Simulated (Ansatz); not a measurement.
## bcc V: properties by level of theory

Reference values: lattice constant a 3.021 Å (measured, static lattice: zero-point anharmonic expansion removed; as tabulated in Mejia-Rodriguez and Trickey (2018), arXiv:1807.09216); bulk modulus 161 GPa (measured, corrected for temperature and zero-point phonon effects, our sources range from 159 to 166; as tabulated in Levämäki et al. (2014), arXiv:1402.3671).

| level (code) | equilibrium lattice constant a (Å) | bulk modulus (GPa) |
|---|---|---|
| LDA (Ansatz) | 2.926 | 209 |
| PBE (Ansatz) | 2.997 | 182 |
| r²SCAN (Ansatz) | ? | 194 |
| r²SCAN-D4 (Ansatz) | 2.976 | 196 |
| B3LYP (VWN-RPA form) (Ansatz) | ? | 202 |
| PBE0 (Ansatz) | 2.962 | 211 |

Complete the blanks.


- r²SCAN (Ansatz, a first-principles code), equilibrium lattice constant a (Å): 2.982
- B3LYP (VWN-RPA form) (Ansatz), equilibrium lattice constant a (Å): 2.986

Differences from the reference values (errors of the level alone only where the reference is corrected to a static lattice):

```json
[
 {"level": "LDA", "lattice constant a (%)": "-3.14", "bulk modulus (%)": "+30"},
 {"level": "PBE", "lattice constant a (%)": "-0.79", "bulk modulus (%)": "+13.0"},
 {"level": "r²SCAN", "lattice constant a (%)": "-1.29", "bulk modulus (%)": "+20"},
 {"level": "r²SCAN-D4", "lattice constant a (%)": "-1.49", "bulk modulus (%)": "+22"},
 {"level": "B3LYP (VWN-RPA form)", "lattice constant a (%)": "-1.16", "bulk modulus (%)": "+25"},
 {"level": "PBE0", "lattice constant a (%)": "-1.95", "bulk modulus (%)": "+31"}
]
```

Nearest: lattice constant a, PBE; bulk modulus, PBE.

Ansatz's density-functional and Hartree–Fock values are scalar-relativistic unless marked +SOC, with PAW data made under PBE.

The crystal itself was run without spin with LDA, PBE, r²SCAN, r²SCAN-D4, B3LYP (VWN-RPA form), PBE0; a magnetic state was not tried in these runs.

Differences are worked out from the printed values.

Static lattice: no zero-point or thermal effects.
